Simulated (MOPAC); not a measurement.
# C2H2N2O2 (SMILES NC1=NC(=O)O1) at MNDOD (COSMO acetone)

Wanted: the charge distribution of C2H2N2O2. 

The results are computed with MOPAC 23.2.5.

8 further runs of the same task are left out: 1 that didn't finish, 7 set aside as unsound or not needed.

## Step 1: Starting point

C2H2N2O2: 8 atoms, total charge 0, spin state singlet. As SMILES, `NC1=NC(=O)O1`. The shape comes from a force field and isn't a relaxed structure. This is one conformer, not always the lowest.

Bond lengths: N1–C2 1.375 Å, C2–N3 1.263 Å, N3–C4 1.294 Å, C4–O5 1.209 Å, C2–O6 1.349 Å, C4–O6 1.378 Å, N1–H7 0.970 Å, N1–H8 1.000 Å. Some angles: N1–C2–N3 141.2°, N1–C2–O6 124.9°, N3–C2–O6 93.9°, C2–N3–C4 90.9°, N3–C4–O5 140.0°, N3–C4–O6 91.2°, O5–C4–O6 128.2°, C2–O6–C4 83.9°, C2–N1–H7 115.9°, C2–N1–H8 110.9°. A long bond or contact: C2–C4 1.823 Å.

## Step 2: Energy and one-electron properties at MNDOD (COSMO acetone)

run.mop reads:

```
MNDOD ENPART BONDS EPS=20.5 1SCF CHARGE=0 DISP AUX(PRECISION=9) THREADS=1
C2H2N2O2

N     0.000000  0    0.000000  0    0.000000  0   0   0   0
C     1.375365  1    0.000000  0    0.000000  0   1   0   0
N     1.263126  1  141.156850  1    0.000000  0   2   1   0
C     1.294149  1   90.903880  1 -177.556950  1   3   2   1
O     1.208620  1  140.016290  1 -173.811670  1   4   3   2
O     1.348853  1   93.892730  1    3.179680  1   2   3   4
H     0.969996  1  115.907500  1  -17.756590  1   1   2   3
H     0.999577  1  118.775980  1  135.959040  1   1   7   2
```

Command:

```
mopac run.mop
```

What values should one expect? Wanted: total energy; dipole moment; HOMO energy; LUMO energy; HOMO–LUMO gap; heat of formation.

**Answer.** As computed:

At MNDOD (COSMO acetone):

| quantity | value |
| --- | --- |
| total energy | -49.24951 Eh |
| dipole moment | 7.02 D |
| HOMO energy | -11.16 eV |
| LUMO energy | -0.81 eV |
| HOMO–LUMO gap | 10.35 eV |
| heat of formation | -3.7 kcal/mol |
